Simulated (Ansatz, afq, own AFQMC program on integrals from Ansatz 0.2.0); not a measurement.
**BH3O, singlet → BH3O, triplet**

```yaml
atoms:
  - { symbol: B, position_ang: [0.0000, 0.0591, 0.7405] }
  - { symbol: O, position_ang: [0.0000, -0.0998, -0.5978] }
  - { symbol: H, position_ang: [0.0000, 1.1582, 1.2267] }
  - { symbol: H, position_ang: [0.0000, -0.9374, 1.4021] }
  - { symbol: H, position_ang: [0.0000, 0.7297, -1.0823] }
```

Connectivity, by distances: BH2–OH.

E(triplet, charge +0) − E(singlet, charge +0) at this geometry, on RHF and UHF determinants.

Basis cc-pVDZ. Noble-gas cores (and the filled d shells of Ga–Kr and In–Xe) are frozen. AFQMC by an in-house program on the Cholesky factors that Ansatz 0.2.0 writes for its CCSD(T) run. ph-AFQMC/CISD is guided by a CISD state made of CCSD amplitudes; releasing the constraint for a short imaginary time cuts its bias at the price of noise, slowly where states lie close. ± is one standard error of the sampling. The errors of all members are added in quadrature.

No full CI on the walks' own integrals is used here; CCSDT(Q) serves as the reference and is uncertain by about the last step of the cluster series. Each member takes its own surest rung, up to full CI.

Errors are counted within cc-pVDZ, not against nature.

Cautions: BH₃O (triplet): another spin lies lower; the upper state may be diffuse, so the gap hangs on the basis.

Reference (CCSDT(Q)): 6.504 eV.

```
         level  vertical spin gap (eV)  error against CCSDT(Q) (eV)
            HF                   6.548                        0.044
           MP2                   6.578                        0.074
          CCSD                   6.556                        0.052
       CCSD(T)                   6.516                        0.012
         CCSDT                   6.508                        0.004
   ph-AFQMC/HF           6.659 ± 0.113                0.156 ± 0.113
 ph-AFQMC/CISD           6.519 ± 0.025                0.015 ± 0.025
released AFQMC           6.459 ± 0.043               -0.044 ± 0.043
```

Correlation beyond CCSD(T) takes off 0.012 eV. The perturbative (T) step is worth −0.041 eV.

A walk keeps the symmetry of its determinant, which the program's search chose and which needn't be the lowest solution, so a lower state of the same spin and another symmetry isn't excluded. Released energies are given only where the last usable release times agree within the noise; a slower fall can still hide under it.
